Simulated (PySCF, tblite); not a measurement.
# C4H5Cl+ (doublet): geometry, infrared bands and EPR parameters

Aim: predict the infrared bands and EPR parameters of C4H5Cl+ (doublet) (`[CH2+][CH]/C=C\Cl`).

Programs: tblite 0.8.0 and PySCF 2.14.0, with density-fitted response routines of our own. Each step states its level of theory. These are calculated values for one molecule in the gas phase, unless marked as measured. Atoms count from 0, in the outputs and in this text.

### Step 1. The starting structure

10 atoms, charge 1, multiplicity 2; geometry from: force field or distance geometry start.

Bonds of the start (Å): C0–C1 1.43, C1–C2 1.46, C2–C3 1.33, C3–Cl4 1.70, C0–H5 1.08, C0–H6 1.09, C1–H7 1.08, C2–H8 1.09, C3–H9 1.09.

### Step 2. Optimising the geometry with GFN2-xTB

Job settings and geometry (Å):

```
{"job": {"kind": "relax", "xc": "GFN2-xTB", "basis": "xTB"}, "charge": 1, "multiplicity": 2}
C     -1.941800    -0.097800    -0.048500
C     -0.587000     0.298400    -0.256800
C      0.585900    -0.375800     0.302600
C      1.853500    -0.013000     0.112700
Cl     2.415300     1.307200    -0.793900
H     -2.204100    -0.958400     0.555200
H     -2.741200     0.486500    -0.513100
H     -0.422000     1.177500    -0.865400
H      0.377900    -1.249100     0.916300
H      2.672200    -0.570700     0.568200
```

Launch:

```bash
> OMP_NUM_THREADS=1 python probes_run.py task.json out
```

One launch serves the whole session: the jobs run in the order shown.

**Question.** This job is followed by: GFN2-xTB harmonic vibrations, gas phase; UKS B3LYP, pcH-1 on C Cl H, non-relativistic, mean-field spin-orbit, GIAO. What will the session give for the following? strongest single infrared mode (GFN2-xTB); zero-point energy (GFN2-xTB); g(iso) (B3LYP); ⟨S²⟩; largest a(iso) (averaged by class).

**Answer**, as computed:

| quantity | value |
| --- | --- |
| strongest single infrared mode (GFN2-xTB) | 1344 cm⁻¹, 85 km/mol |
| zero-point energy (GFN2-xTB) | 45.1 kcal/mol |
| g(iso) (B3LYP) | 2.00822 |
| ⟨S²⟩ | 0.763 (exact 0.75) |
| largest a(iso) (averaged by class) | 13C on C0, 31.8 MHz |

In words: Over 28 steps the energy fell by 0.234 eV; of the close pairs, C0–C1 changed most, 1.427 to 1.363 Å. All 24 modes are real, so the xTB geometry is a minimum. The strongest single mode, at 1344 cm⁻¹, is spread over several atoms, H6, H5, C3, C1 among them. Unscaled tight-binding wavenumbers are off by several per cent, some by more. Its intensities can rank the bands wrongly. The largest share of the spin, 0.44 e, sits on C0. The isotropic g lies 5.9 ppt above the free-electron value. The conformer search found further structures of the same energy, which may be mirror or relabelled copies of this one.
